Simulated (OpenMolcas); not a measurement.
# BClF (SMILES F[B]Cl) at ROCCSD(T)/6-31G

What is the energy change on altering one bond length of BClF at ROCCSD(T)/6-31G? 

The results are computed with OpenMolcas 26.06.

9 further runs of the same task are left out: 9 set aside as unsound or not needed.

### 1 Starting point

The species is BClF (3 atoms), meant as a doublet with charge 0. As SMILES, `F[B]Cl`. The coordinates come from a GFN2-xTB relaxation.

Bond lengths: F1–B2 1.321 Å, B2–Cl3 1.698 Å. Angles: F1–B2–Cl3 118.2°.

### 2 The energy at ROCCSD(T)/6-31G

job.input reads:

```
* BClF CCSD(T)
&gateway
baslib = $CurrDir
coord
3
angstrom
F        0.525930       1.064250       0.395700
B       -0.391190       0.306940      -0.178100
Cl      -0.134740      -1.371190      -0.217610
basis = 6-31G
group = NoSym
&seward
&scf
uhf
spin = 2
prorbitals = 1 1
&rasscf
fileorb = $Project.UnaOrb
spin = 2
nactel = 1 0 0
inactive = 15
ras2 = 1
outorbitals = Canonical
orblisting = Nothing
&motra
jobiph
frozen = 0
&ccsdt
cct
triples = 3
iterations = 50
extrapolation = 5 4
```

The basis set 6-31G is read from a file made from the Basis Set Exchange's data (not shown).

Started as:

```
$ export MOLCAS_MEM=1860
$ pymolcas job.input > job.log
```

Standard output:

```text
--- Start Module: gateway ---
[...]
--- Stop Module: gateway /rc=_RC_ALL_IS_WELL_ ---
[...]
      Basis functions           31
[...]
       Convergence after  12 Iterations
[...]
::    Total SCF energy                               -583.5666597643
[...]
      Total spin, S                                     0.5016628915
[...]
      Number of active orbitals                  1
[...]
      Spin quantum number                      0.5
[...]
      Active orbitals                            1
[...]
      Number of CSFs                             1
[...]
      Number of root(s) required                 1
[...]
      Convergence after  7 iterations
[...]
      printout of CI-coefficients larger than  0.05 for root  1
      energy=    -583.565693
      conf/sym  1     Coeff  Weight
             1  u   1.00000 1.00000
      Natural orbitals and occupation numbers for root  1
      sym 1:   1.000000
      ************************************************************************************************************************
      *                                                    Final results                                                     *
[...]
::    RASSCF root number  1 Total energy:   -583.56569261
[...]
      Total electronic charge=   31.000000
      Total            charge=   -0.000000
[...]
      Dipole Moment (debye):
      Origin of the operator (angstrom)=    0.0150   -0.3748   -0.0316
                   X= -9.3077E-01               Y=  4.1766E-01               Z= -4.5683E-01           Total=  1.1178E+00
      Quadrupole Moment (debye*angstrom):
[...]
--- Start Module: motra ---
[...]
      *** WARNING: Default frozen orbitals is overwritten by user input.
      *** Default values:   7
[...]
--- Stop Module: motra /rc=_RC_ALL_IS_WELL_ ---
--- Start Module: ccsdt ---
[...]
      Convergence after                    16  Iterations
      Total energy (diff) :    -583.78089188      -0.00000004
[...]
 METHOD                       : CCSD+T(CCSD)+<T3(1)WT1>+<T3(1)UT2> = CCSD(T)
[...]
       CCSD     =      -583.7808918776766
[...]
--- Stop Module: ccsdt /rc=_RC_ALL_IS_WELL_ ---
[...]
```

It took 3.3 s on 1 thread of Arm Neoverse V2, shared host; peak memory 0.37 GiB.

### 3 The distorted shape

job.input reads:

```
&GATEWAY
BASLIB=$CurrDir
COORD
3
angstrom
F        0.755212       1.253579       0.539151
B       -0.391190       0.306940      -0.178100
Cl      -0.134740      -1.371190      -0.217610
BASIS=6-31G
GROUP=NoSym
&SEWARD
&SCF
UHF
SPIN=2
PRORBITALS=1 1
&RASSCF
FILEORB=$Project.UnaOrb
SPIN=2
NACTEL=1 0 0
INACTIVE=15
RAS2=1
OUTORBITALS=Canonical
ORBLISTING=Nothing
&MOTRA
JOBIPH
FROZEN=0
&CCSDT
CCT
TRIPLES=3
ITERATIONS=50
EXTRAPOLATION=5 4
```

The basis set 6-31G is read from a file made from the Basis Set Exchange's data (not shown).

Started as:

```
$ export MOLCAS_MEM=1860
$ pymolcas job.input > job.log
```

Standard output:

```text
--- Start Module: gateway ---
[...]
--- Stop Module: gateway /rc=_RC_ALL_IS_WELL_ ---
[...]
      Basis functions           31
[...]
       Convergence after  15 Iterations
[...]
::    Total SCF energy                               -583.5257675155
[...]
      Total spin, S                                     0.5024335106
[...]
      Number of active orbitals                  1
[...]
      Spin quantum number                      0.5
[...]
      Active orbitals                            1
[...]
      Number of CSFs                             1
[...]
      Number of root(s) required                 1
[...]
      Convergence after  8 iterations
[...]
      printout of CI-coefficients larger than  0.05 for root  1
      energy=    -583.524591
      conf/sym  1     Coeff  Weight
             1  u   1.00000 1.00000
      Natural orbitals and occupation numbers for root  1
      sym 1:   1.000000
      ************************************************************************************************************************
      *                                                    Final results                                                     *
[...]
::    RASSCF root number  1 Total energy:   -583.52459100
[...]
      Total electronic charge=   31.000000
      Total            charge=   -0.000000
[...]
      Dipole Moment (debye):
      Origin of the operator (angstrom)=    0.0820   -0.3194    0.0104
                   X= -1.9131E+00               Y= -9.1477E-01               Z= -1.1266E+00           Total=  2.4012E+00
      Quadrupole Moment (debye*angstrom):
[...]
--- Start Module: motra ---
[...]
      *** WARNING: Default frozen orbitals is overwritten by user input.
      *** Default values:   7
[...]
--- Stop Module: motra /rc=_RC_ALL_IS_WELL_ ---
--- Start Module: ccsdt ---
[...]
      Convergence after                    13  Iterations
      Total energy (diff) :    -583.75097708      -0.00000003
[...]
 METHOD                       : CCSD+T(CCSD)+<T3(1)WT1>+<T3(1)UT2> = CCSD(T)
[...]
       CCSD     =      -583.7509770817950
[...]
--- Stop Module: ccsdt /rc=_RC_ALL_IS_WELL_ ---
[...]
```

Run time: 3.3 s. Hardware: 1 thread of Arm Neoverse V2, shared host; peak memory 0.37 GiB.

### 4 Outcome

At ROCCSD(T)/6-31G:

| quantity | value |
| --- | --- |
| first shape: total energy | -583.78585 Eh |
| first shape: (T) correction | -4.96 mEh |
| distorted shape: total energy | -583.75734 Eh |
| distorted shape: (T) correction | -6.37 mEh |
| energy change with the F1–B2 bond stretched from 1.321 to 1.651 Å | 0.776 eV |

In words: With the F1–B2 bond stretched from 1.321 to 1.651 Å the energy rises by 0.78 eV (74.9 kJ/mol). The first shape isn't relaxed at this level, so the change isn't measured from a minimum.
